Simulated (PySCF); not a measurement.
Polarisability of `C=CC[P@H+](C)P`

C4H11P2 (charge +1).
Cartesian coordinates in Å at the GFN2-xTB level; atoms count from 1:
```
atom  x, y, z in Å
C1    -2.699   -0.181    0.261
C2    -1.712    0.675    0.072
C3    -0.464    0.705    0.907
P4     0.974    0.232   -0.119
C5     0.702   -1.453   -0.721
P6     2.818    0.334    1.014
H7    -2.672   -0.925    1.040
H8    -3.589   -0.154   -0.342
H9    -1.771    1.426   -0.705
H10   -0.290    1.708    1.311
H11   -0.525    0.000    1.743
H12    0.890    1.037   -1.246
H13    1.436   -1.707   -1.486
H14   -0.302   -1.535   -1.138
H15    0.805   -2.149    0.113
H16    2.797    1.735    1.016
H17    3.595    0.262   -0.149
```

Level: CAM-B3LYP/def2-SVPD (PySCF), static field, nuclei fixed, core orbitals frozen in the response. The polarisability tensor in these axes (au):

```
x   119.39   7.58   6.05
y     7.58  81.76   3.39
z     6.05   3.39  78.10
```

Give the principal values, the mean and the anisotropy Δα = √{½[(α1 − α2)² + (α2 − α3)² + (α1 − α3)²]}.

Principal values 76.02, 81.38 and 121.85 au; mean 93.08 au = 13.79 Å³ = 15.35 × 10⁻⁴⁰ C²·m²/J; Δα = 43.40 au (47 % of the mean).

What depolarisation ratio follows for Rayleigh scattering of linearly polarised light, taking the static tensor?

ρ = 3Δα²/(45ᾱ² + 4Δα²) = 5651.1/(389910 + 7534.8) = 0.0142.

Sum over states: ᾱ = Σ f/ω², ω in Eh. What share falls to these 8 lowest TDDFT singlets (eV, f)? 6.58, 0.1716; 6.83, 0.1404; 7.16, 0.2104; 7.39, 0.0315; 7.50, 0.0152; 7.89, 0.0453; 7.93, 0.0247; 7.94, 0.0128.

They add up to 9.81 au, 10.5 % of the 93.08 au; the largest single term is 3.04 au, from the state at 7.16 eV. Terms in order: 2.94, 2.23, 3.04, 0.43, 0.20, 0.54, 0.29, 0.15 au. Higher excitations give the rest. The strengths listed sum to 0.652.

Along which axes do the principal values lie, and how far do the nuclei extend along each?

Largest value along (0.97, 0.20, 0.15), where the nuclei span 7.07 Å; middle along (-0.24, 0.86, 0.44), 4.61 Å; least along (-0.04, -0.47, 0.88), 3.18 Å. The response follows the extents in order.

Give the eigenvalues of the traceless quadrupole moment Θ = ½Σq(3rr − r²1), origin at the centre of nuclear charge.

-9.64, -3.98, 13.63 D·Å. The values depend on the origin, since the species is charged. The electronic extent ⟨r²⟩ about the same centre is 1176 bohr², a root-mean-square distance of 2.27 Å for the 64 electrons.

Isolated species at its GFN2-xTB geometry (one conformer only).
